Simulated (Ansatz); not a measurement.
# AlP+ (sextet): the correlation ladder, def2-TZVPP

One table from this session's results is given with a row withheld; the runs are named, their logs left out.

Program: Ansatz 0.2.0, Gaussian basis. Level of theory: def2-TZVPP, core rule «outside noble gas», up to 10 orbitals frozen. These are calculated values, not measurements.

Plan: UHF; ROHF; CCSD(T) on UHF.

### The system

The geometry is a PBE0/def2-TZVP stationary point (not a proven minimum) of the parent state, kept for this charge and spin.

2 atoms, charge 1, spin multiplicity 6.

Atoms are counted from 1 here; the program's logs count them from 0.

Bond lengths: Al1–P2 2.460 Å.

The first run:

Input file in.yaml:

```yaml
crystal:
  periodic: [false, false, false]
  atoms:
    - {symbol: Al, position_ang: [0.000000, 0.000000, 0.000000]}
    - {symbol: P, position_ang: [0.000000, 0.000000, 2.459800]}
basis:
  gaussian: {orbitals: def2-TZVPP}
total_charge: 1
magnetization: {spin_polarized: true, initial_magnetization: 5}
hamiltonian: {xc: hf}
output: {orbitals: {seedname: orbitals}}
```

On the command line:

```console
ansatz run in.yaml --threads 1 --pin off --events-out ev --progress --plain --max-ram 4096MiB --backend cpu
```

Steps of the session up to this table: UHF; ROHF; CCSD(T) on UHF.

One table of the session follows, with a row left open; its other results are not shown here.

It belongs to the step «Misses and costs». 

```
  method  from UCCSD(T) (meV)
    ROHF              +3219.7
     UHF              +3195.2
    UMP2               +704.2
   UCCSD                    ?
UCCSD(T)                    0
```

Q: Estimate the row for UCCSD from the others.

As computed: from UCCSD(T) (meV): +130.5. In the column «from UCCSD(T) (meV)» it lies between UCCSD(T) (0) and UMP2 (+704.2).
